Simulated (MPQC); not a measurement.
**One shape, several levels: BH2ClO (SMILES OBCl)**

Wanted: a comparison of 5 runs (HF/STO-3G, HF/3-21G, HF/def2-SVP, PBE/def2-SVP, PBE0/def2-SVP) of BH2ClO. 

The calculation is run with MPQC 2.3.1.

**1. Starting point**

The species is BH2ClO (5 atoms), meant as a singlet with charge 0. As SMILES, `OBCl`. Geometry: relaxed at PBE0-D4/def2-TZVP. This is one conformer, not always the lowest.

Bond lengths: O1–B2 1.340 Å, B2–Cl3 1.766 Å, O1–H4 0.963 Å, B2–H5 1.189 Å. Angles: O1–B2–Cl3 121.0°, O1–B2–H5 119.8°, Cl3–B2–H5 119.2°, B2–O1–H4 113.9°.

**2. Energy and gradient at HF/STO-3G (run 1)**

run.in reads:

```
% BClH2O
molecule<Molecule>: (
  symmetry = c1
  unit = angstrom
  { atoms geometry } = {
    O  [ -0.863300    -0.618600    -0.002900 ]
    B  [ 0.379000    -0.137200     0.137900 ]
    Cl [ 0.788600     1.496000    -0.395300 ]
    H  [ -1.477700     0.001200    -0.409700 ]
    H  [ 1.223300    -0.815100     0.628600 ]
  }
)
basis<GaussianBasisSet>: (
  name = "STO-3G"
  molecule = $:molecule
  basisdir = "."
  puream = yes
)
mpqc: (
  checkpoint = no
  savestate = no
  restart = no
  do_energy = yes
  do_gradient = yes
  optimize = no
  mole<CLHF>: (
    molecule = $:molecule
    basis = $:basis
    total_charge = 0
    memory = 1000000000
    print_evals = yes
    print_npa = yes
    maxiter = 120
    value_accuracy = 1e-08
    guess_wavefunction<CLHF>: (
      molecule = $:molecule
      total_charge = 0
      memory = 1000000000
      value_accuracy = 1e-3
      basis<GaussianBasisSet>: (
        name = "STO-3G"
        molecule = $:molecule
      )
    )
  )
)
```

The basis set STO-3G is read from a file made from the Basis Set Exchange's data (not shown).

Command:

```sh
$ mpqc -o run.out run.in
```

The program printed:

```text
MPQC: Massively Parallel Quantum Chemistry
[...]
  LUMO is    17   A =   0.270977
  total scf energy = -554.0472134973
[...]
Value of the MolecularEnergy: -554.0472134973
  Gradient of the MolecularEnergy:
      1   -0.0320833827
      2    0.0130438080
      3   -0.0136532645
      4    0.0064700033
      5    0.0321755163
      6   -0.0109196143
      7   -0.0044534672
      8   -0.0171374132
      9    0.0055511322
     10    0.0164715487
     11   -0.0178335107
     12    0.0113853882
[...]
      symmetry = c1
[...]
```

It took 0.22 s on 1 thread of Arm Neoverse V1, shared host.

**3. Energy and gradient at HF/3-21G (run 2)**

input.in reads:

```
% BClH2O
molecule<Molecule>: (
  symmetry = c1
  unit = bohr
  { atoms geometry } = {
    O  [ -1.63140056    -1.16898458    -0.00548021 ]
    B  [ 0.71620620    -0.25927042     0.26059323 ]
    Cl [ 1.49023802     2.82703028    -0.74700874 ]
    H  [ -2.79244829     0.00226767    -0.77422079 ]
    H  [ 2.31170197    -1.54031576     1.18788184 ]
  }
)
basis<GaussianBasisSet>: (
  name = "3-21G"
  molecule = $:molecule
  basisdir = "."
  puream = yes
)
mpqc: (
  checkpoint = no
  savestate = no
  restart = no
  do_energy = yes
  do_gradient = yes
  optimize = no
  mole<CLHF>: (
    molecule = $:molecule
    basis = $:basis
    total_charge = 0
    memory = 1000000000
    print_evals = yes
    print_npa = yes
    maxiter = 120
    value_accuracy = 1e-08
    guess_wavefunction<CLHF>: (
      molecule = $:molecule
      total_charge = 0
      memory = 1000000000
      value_accuracy = 1e-3
      basis<GaussianBasisSet>: (
        name = "MINI (Huzinaga)"
        molecule = $:molecule
      )
    )
  )
)
```

The basis set 3-21G is read from a file made from the Basis Set Exchange's data (not shown).

Command:

```sh
$ mpqc -o input.out input.in
```

The program printed:

```text
MPQC: Massively Parallel Quantum Chemistry
[...]
  LUMO is    17   A =   0.134291
  total scf energy = -557.5346947971
[...]
Value of the MolecularEnergy: -557.5346947971
  Gradient of the MolecularEnergy:
      1    0.0109448222
      2   -0.0028446592
      3    0.0040212597
      4   -0.0255348844
      5    0.0263805225
      6   -0.0171443974
      7   -0.0065759310
      8   -0.0226542770
      9    0.0071560874
     10    0.0146971728
     11    0.0043947344
     12    0.0021777746
[...]
      symmetry = c1
[...]
```

It took 0.74 s on 1 thread of Arm Neoverse V1, shared host.

Runs 3 to 4 aren't shown in full; the table further down has their settings and results.

**4. Energy and gradient at PBE0/def2-SVP (run 5)**

job.in reads:

```
molecule<Molecule>: (
  symmetry = c1
  unit = angstrom
  { atoms geometry } = {
    O  [ -0.863300 -0.618600 -0.002900 ]
    B  [ 0.379000 -0.137200 0.137900 ]
    Cl [ 0.788600 1.496000 -0.395300 ]
    H  [ -1.477700 0.001200 -0.409700 ]
    H  [ 1.223300 -0.815100 0.628600 ]
  }
)
basis<GaussianBasisSet>: (
  name = "def2-SVP"
  molecule = $:molecule
  basisdir = "."
  puream = yes
)
mpqc: (
  checkpoint = no
  savestate = no
  restart = no
  do_energy = yes
  do_gradient = yes
  optimize = no
  mole<CLKS>: (
    molecule = $:molecule
    basis = $:basis
    total_charge = 0
    memory = 1000000000
    print_evals = yes
    print_npa = yes
    maxiter = 120
    value_accuracy = 1e-08
    functional<SumDenFunctional>: (
      a0 = 0.25
      coefs = [ 0.75 1 ]
      funcs: [ <PBEXFunctional>: () <PBECFunctional>: () ]
    )
    integrator<RadialAngularIntegrator>: ( grid = xfine )
    guess_wavefunction<CLHF>: (
      molecule = $:molecule
      total_charge = 0
      memory = 1000000000
      value_accuracy = 1e-3
      basis<GaussianBasisSet>: (
        name = "STO-2G"
        molecule = $:molecule
      )
    )
  )
)
```

The basis set def2-SVP is read from a file made from the Basis Set Exchange's data (not shown).

Command:

```sh
$ mpqc -o job.out job.in
```

The program printed:

```text
MPQC: Massively Parallel Quantum Chemistry
[...]
  Integrated electron density error = 0.000132248174
  iter     1 energy = -560.7041053151 delta = 1.73995e-01
  Integrated electron density error = -0.000179989689
  iter     2 energy = -561.0485292148 delta = 4.18117e-02
[...]
  Integrated electron density error = 0.000000116711
  iter    11 energy = -561.0785597849 delta = 2.93360e-07
  Integrated electron density error = 0.000000116711
  iter    12 energy = -561.0785597849 delta = 9.31454e-08
  Integrated electron density error = 0.000000116712
  iter    13 energy = -561.0785597849 delta = 2.59435e-08
[...]
  LUMO is    17   A =  -0.002688
  total scf energy = -561.0785597849
[...]
  Integrated electron density error = 0.000000113771
  Total Gradient:
[...]
Value of the MolecularEnergy: -561.0785597849
  Gradient of the MolecularEnergy:
      1   -0.0025905879
      2    0.0014728031
      3   -0.0012772702
      4    0.0053530079
      5   -0.0022249760
      6    0.0023086570
      7   -0.0000528668
      8   -0.0016412955
      9    0.0006273275
     10    0.0011973570
     11   -0.0016517056
     12    0.0009713019
[...]
        symmetry = c1
[...]
```

Wall time 22 s (1 thread of Arm Neoverse V1, shared host); peak memory 0.17 GiB.

**5. Overview of the runs**

```
run          level   starting guess  integration grid  energy (Eh)  HOMO energy (eV)  LUMO energy (eV)  HOMO–LUMO gap (eV)  wall time
  1      HF/STO-3G           STO-3G                 –  -554.047213            -10.72              7.37               18.10     0.22 s
  2       HF/3-21G  MINI (Huzinaga)                 –  -557.534695            -12.66              3.65               16.32     0.74 s
  3    HF/def2-SVP           STO-3G                 –  -560.085348            -12.42              3.69               16.11      3.3 s
  4   PBE/def2-SVP  MINI (Huzinaga)             xfine  -561.031811             -7.45             -1.06                6.39       26 s
  5  PBE0/def2-SVP           STO-2G             xfine  -561.078560             -8.96             -0.07                8.89       22 s
```

**6. Summary of results**

| quantity | value |
| --- | --- |
| run 5: total energy | -561.07856 Eh |
| run 5: HOMO energy | -8.96 eV |
| run 5: LUMO energy | -0.07 eV |
| run 5: HOMO–LUMO gap | 8.89 eV |
| run 5: largest force on an atom | 0.321 eV/Å |

The HOMO–LUMO gap runs from 6.39 eV (PBE/def2-SVP) to 18.10 eV (HF/STO-3G). The two ends differ in method and basis. Totals of different functionals can't be ranked against each other. In run 1 the basis is minimal, so the values are rough. All runs together took 52 s, the longest 26 s.
